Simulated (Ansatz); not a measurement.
Isomers of C3H5N, relaxed with PBE0-D4/def2-TZVP in Ansatz; electronic energies, one conformer each and not always the lowest. Functionals use def2-TZVPP; CBS adds triple-zeta CCSD(T) − MP2 to the MP2 limit of def2-TZVPP and def2-QZVPP.

Problem. Order them by energy at frozen-core CCSD(T)/CBS, lowest first. (An estimate is asked.)
A. `CN1C=C1`
B. `CC1=NC1`
C. `NC1C=C1`
D. `C=C=NC`
E. `C1=CNC1`
F. `NC1=CC1`
G. `C#CNC`

Solution. D (0.0 kJ/mol), B (27.3 kJ/mol), E (35.8 kJ/mol), G (64.5 kJ/mol), F (86.7 kJ/mol), C (104.7 kJ/mol), A (218.0 kJ/mol).

Problem. How do ωB97M-V, B2PLYP, PBE-D4, MP2/CBS(def2) place them (kJ/mol, against `C=C=NC`)? (An estimate is asked.)

Solution. Computed: 
```csv
isomer,ωB97M-V,B2PLYP,PBE-D4,MP2/CBS(def2)
`CC1=NC1`,30.6,40.5,36.8,20.8
`C#CNC`,71.1,73.3,85.9,57.5
`NC1C=C1`,109.8,125.3,117.9,96.9
`C1=CNC1`,41.4,56.7,46.4,31.8
`NC1=CC1`,85.4,98.6,85.3,75.8
`CN1C=C1`,226.9,239.3,230.6,215.1
```
